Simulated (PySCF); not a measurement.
Which determinant of NaSi lies lowest?

Unrestricted PBE0; PySCF, spin-free X2C with a Gaussian nucleus, basis sets Na jorge-DZP-DKH, Si jorge-DZP-DKH. Outer shells of the fragments: Na 3s1; Si 3s2 3p2.

Followed along the bond (rough minima from three points):

```
2Ms+1   unpaired  ⟨S²⟩ at the start  R at minimum (Å)  Te (eV)
    4  σ ↑, π ↑↑               3.75              2.71     0.00
    2  σ ↓, π ↑↑               1.77              2.76     0.46
    2  σ ↑, π ↑↓               1.76              2.73     0.49
    2        π ↑               0.77              2.87     0.52
    2        σ ↑               0.75              2.73     1.36
```

Solutions found at the starting distance of 2.690 Å, counted from the lowest of them; the search is not exhaustive and high or unbound solutions are not listed, so other states can lie among these:

| 2Ms+1 | unpaired | term | E (eV) | ⟨S²⟩ | ⟨Lz²⟩ | μ (D) |
| --- | --- | --- | --- | --- | --- | --- |
| 4 | σ ↑, π ↑↑ | ⁴Σ⁻ | 0.00 | 3.75 | 0.00 | -7.12 |
| 2 | σ ↓, π ↑↑ | mixed | 0.46 | 1.77 | 0.00 | -6.66 |
| 2 | σ ↑, π ↑↓ | mixed | 0.49 | 1.76 | 2.02 | -6.88 |
| 2 | π ↑ | ²Π | 0.56 | 0.77 | 1.01 | -5.08 |
| 2 | σ ↑ | mixed | 1.36 | 0.75 | 2.00 | -6.60 |
| 4 | σ ↑↑, π ↑ | ⁴Π | 2.00 | 3.75 | 1.01 | 4.05 |

A term symbol is given only where ⟨S²⟩ and ⟨Lz²⟩ are close to those of a pure state; real π, δ and φ orbitals otherwise mix terms. A positive dipole means Na(−)Si(+).

Counting both spins, an empty level lies below a filled one in some of these solutions, because spin and occupation are held.
